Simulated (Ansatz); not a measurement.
Input file:

```yaml
crystal:
  periodic: [false, false, false]
  atoms:
    - {symbol: F, position_ang: [0.000000, 0.534894, 1.467658]}
    - {symbol: O, position_ang: [0.000000, 0.667041, -1.440265]}
    - {symbol: Ge, position_ang: [0.000000, -0.286817, -0.066627]}
basis:
  gaussian: {orbitals: cc-pVDZ}
total_charge: 1
magnetization: {spin_polarized: true, initial_magnetization: 0}
hamiltonian: {xc: {name: r2SCAN}}
```

```sh
$ ansatz run in.yaml --threads 1 --pin off --events-out ev --progress --plain --max-ram 2393MiB
```

(1) Roughly how long does this take on 1 thread of Arm Neoverse N1, shared host, and how much host memory?

```
646 factors; their error is unknown
mean field evaluation 1: about -61237.5123 eV, gradient 8.3e1 eV
mean field evaluation 2: about -61028.9369 eV, gradient 1.7e2 eV
mean field evaluation 4: about -61231.1587 eV, gradient 8.4e1 eV
mean field evaluation 8: about -61267.1219 eV, gradient 6.0e-1 eV
mean field evaluation 16: about -61267.1047 eV, gradient 2.0e-4 eV
mean field evaluation 32: about -61267.3760 eV, gradient 2.3e-5 eV
mean field evaluation 64: about -61267.3031 eV, gradient 3.5e0 eV
mean field evaluation 96: about -61266.3660 eV, gradient 6.6e0 eV
mean field -61267.37599697 eV, -2251.5345393696 hartree, gradient 2.2e-5 eV, S^2 0.658243; 8 other end points of the search recorded, 0 dependent functions left out
reference -61267.37600540 eV, -2251.5345396793 hartree; 24, 24 occupied and 31, 31 virtual orbitals, 646 factors
Total energy: -61267.37600540 eV, -2251.5345396793 hartree
```

Answers

(1) 32 s wall and 0.14 GiB.
